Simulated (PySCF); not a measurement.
# Working out the ionisation energy of Be

Be [He] 2s2 (1S) → Be⁺ [He] 2s1 (2S). Computed with PySCF 2.14 in dyall-acv3z (15s9p4d2f, 76 functions), with no relativity, point nucleus. Frozen: nothing; the 5 highest virtual orbitals dropped. Energies in hartree (1 hartree = 27.21139 eV):

| part | Be (lower) | Be⁺ (upper) |
| --- | --- | --- |
| UHF | -14.573012 | -14.277440 |
| MP2 opposite-spin | -0.070033 | -0.040124 |
| MP2 same-spin | -0.001367 | -0.000877 |

**Question.** What does Hartree-Fock give?

**Answer.** (-14.277440) − (-14.573012) = 0.295572 hartree = 8.043 eV.

**Question.** What do MP2 and SCS-MP2 (6/5 opposite-spin, 1/3 same-spin) give?

**Answer.** The opposite-spin parts differ by 0.814 eV and the same-spin parts by 0.013 eV. MP2: 8.043 + (0.814) + (0.013) = 8.870 eV. SCS-MP2: 8.043 + 1.2 × (0.814) + (0.013)/3 = 9.024 eV.

Measured between the centres of the two terms (NIST): 9.323 eV, so MP2 (valence and next inner shell) is off by -0.453 eV.

What remains against the reference includes basis incompleteness and correlation beyond second order.
